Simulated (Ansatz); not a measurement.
Worked example: the interaction energy

The pair of C₂H₄ (SMILES C=C, atoms 1–6) and SiH₄ (SMILES [SiH4], atoms 7–11), both closed shells, in one local arrangement (a lower one may exist), relaxed at PBE0-D4/def2-TZVP:

```xyz
11
angstrom
C -0.0013 0.6413 -1.6625
C -0.0512 -0.6812 -1.6557
H 0.9341 1.1751 -1.7911
H -0.8935 1.2456 -1.5383
H -0.9862 -1.2154 -1.5256
H 0.8414 -1.2852 -1.7783
Si 0.0318 0.0238 1.9835
H -1.3706 -0.0567 1.5044
H 0.0342 0.0435 3.4706
H 0.6661 1.2675 1.4806
H 0.7953 -1.1581 1.5124
```

Both fragments are computed in the basis of the whole pair.

Computed with Ansatz 0.2.0 (basis: def2-TZVPPD and def2-QZVPPD); correlated methods freeze the cores.

Energies in eV:

| quantity | pair | first fragment | second fragment |
| --- | --- | --- | --- |
| Hartree–Fock, triple zeta (X = 3) | -10049.81505 | -2124.30248 | -7925.54814 |
| Hartree–Fock, quadruple zeta (X = 4) | -10050.16597 | -2124.40075 | -7925.80055 |
| MP2 correlation, X = 3 | -13.14325 | -9.12780 | -3.92583 |
| MP2 correlation, X = 4 | -13.94254 | -9.67489 | -4.17272 |
| CCSD(T) correlation, X = 3 | -15.12875 | -10.20230 | -4.84319 |

Work out the interaction energy at the basis limit: extrapolate Hartree–Fock as E(X) = E∞ + A exp(−7.88 √X) and the MP2 correlation as E(X) = E∞ + B X^−2.97 (the exponents that Neese and Valeev fitted for def2-TZVPP and QZVPP, reused here for the diffuse sets), then add CCSD(T) − MP2 in triple zeta.

Each step is linear, so take the differences first (pair − first fragment − second fragment): Hartree–Fock 0.03557 (X = 3) and 0.03533 (X = 4); MP2 correlation -0.08962 and -0.09493; CCSD(T) correlation -0.08326.
Two points give E∞ = E(4) + w [E(4) − E(3)], with w = 1/(exp(7.88 (2 − √3)) − 1) = 0.1377 for Hartree–Fock and w = 1/((4/3)^2.97 − 1) = 0.7407 for the correlation.
Hartree–Fock: 0.03533 + 0.1377 × (-0.00024) = 0.0353 eV.
MP2 correlation: -0.09493 + 0.7407 × (-0.00531) = -0.0989 eV.
CCSD(T) − MP2: -0.08326 − (-0.08962) = 0.0064 eV.
Sum: 0.0353 + (-0.0989) + 0.0064 = -0.0572 eV, or -1.32 kcal/mol. Plain CCSD(T) in triple zeta gives -0.0477 eV, so the larger basis shifts the result by -0.0095 eV.

No T1 diagnostic of these runs exceeds 0.011.

For scale, one of the runs: CCSD(T)/def2-TZVPPD, 258 basis functions, launched by `ansatz run in.yaml --threads 4 --pin off --events-out ev --progress --plain --max-ram 9574MiB`. Hardware: 4 CPU threads of an Arm Neoverse V1, shared host. Wall time 77 s; peak host memory 5.8 GiB.
